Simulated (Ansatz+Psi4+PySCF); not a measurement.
Results of a calculation; reference values are marked as such.
## Psi4 1.11 run

```
molecule {
1 2
O 0.045860 1.112710 -0.003930
H -0.919710 1.338340 -0.002410
Cl 0.039290 -0.592640 -0.001520
}

basis {
assign Cl cc-pV(T+d)Z
assign H cc-pVTZ
assign O cc-pVTZ
}
set reference rohf
set scf_type pk
energy('scf')
```

The input is written out from the run's settings.

The run gave:

```
Converged                                                          : yes
Total energy                                                       : -534.51010 hartree
Spin squared of the determinant                                    : 0.750
Occupied orbitals by symmetry in an Abelian subgroup (alpha; beta) : 10 Ap 3 App; 10 Ap 2 App
```

This is not the lowest solution: another run reaches a determinant 0.26 eV lower.
